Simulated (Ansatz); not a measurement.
Basis-set extrapolation for `CCOC` (PBE0-D4/def2-TZVP geometry, frozen core, Ansatz 0.2.0). Multiplicity 1, RHF reference.

|  | def2-TZVPP | def2-QZVPP |
| --- | --- | --- |
| HF | -193.186529 | -193.196029 |
| MP2 correlation | -0.769478 | -0.822004 |
| CCSD(T) correlation | -0.839847 | not run |

Energies in hartree. Use E(X) = E(∞) + A·exp(−7.88·√X) for Hartree–Fock and E(X) = E(∞) + B·X^(−2.97) for correlation, with X = 3 and 4, and add CCSD(T) minus MP2 of the smaller set to the MP2 limit.

Task: What is the CCSD(T) energy at the basis-set limit?

Result: HF limit: -193.196029 + (-0.009500) × 0.13774 = -193.19734. MP2 limit: -0.822004 + (-0.052526) × 0.74074 = -0.86091. Higher-order term: -0.839847 − (-0.769478) = -0.07037. Total: -194.12862 hartree, 268.4 kJ/mol below CCSD(T)/def2-TZVPP.
